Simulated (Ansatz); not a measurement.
# CHAlN, doublet: reading a ladder of total energies

Geometry: a PBE0/def2-TZVP stationary point for this spin, not checked as a minimum.

```xyz
4

Al    0.0000    0.1053    1.0070
C     0.0000    0.4854   -1.1199
N     0.0000   -0.6969   -0.8328
H     0.0000    1.0823   -2.0381
```

Basis cc-pVDZ; Ansatz 0.2.0. Only valence electrons are correlated (noble-gas cores frozen), which leaves 13 electrons in 44 orbitals. R marks a restricted (for open shells ROHF) determinant, U an unrestricted one.

Full CI isn't at hand for all of this; UCCSDT(Q) serves as the reference, and is uncertain by about the last step of the cluster series.

Runs differ by some tens of microhartree through their thresholds and, for an open shell, their frozen cores, so steps under 0.03 kcal/mol mean nothing.

```
    level  total energy (hartree)
      UHF             -334.764800
     UMP2             -335.086975
    UCCSD             -335.111576
 UCCSD(T)             -335.126310
   UCCSDT             -335.127013
UCCSDT(Q)             -335.128618
```

Question: What is the correlation energy at UCCSDT(Q), and what share of it do UMP2 and UCCSDT recover?

Answer: E(corr) = -335.128618 − (-334.764800) = -0.363818 hartree = -9.900 eV. UMP2: -0.322175 / -0.363818 = 88.55 %. UCCSDT: -0.362213 / -0.363818 = 99.56 %.

Question: By how many kcal/mol does UCCSD(T) miss UCCSDT(Q) (1 hartree = 627.509 kcal/mol), and which steps make up the rest?

Answer: -335.126310 − (-335.128618) = 0.002308 hartree = 1.45 kcal/mol. Steps: UCCSDT − UCCSD(T) = -0.44, UCCSDT(Q) − UCCSDT = -1.01 kcal/mol. Differences between like states or geometries often cancel part of this.
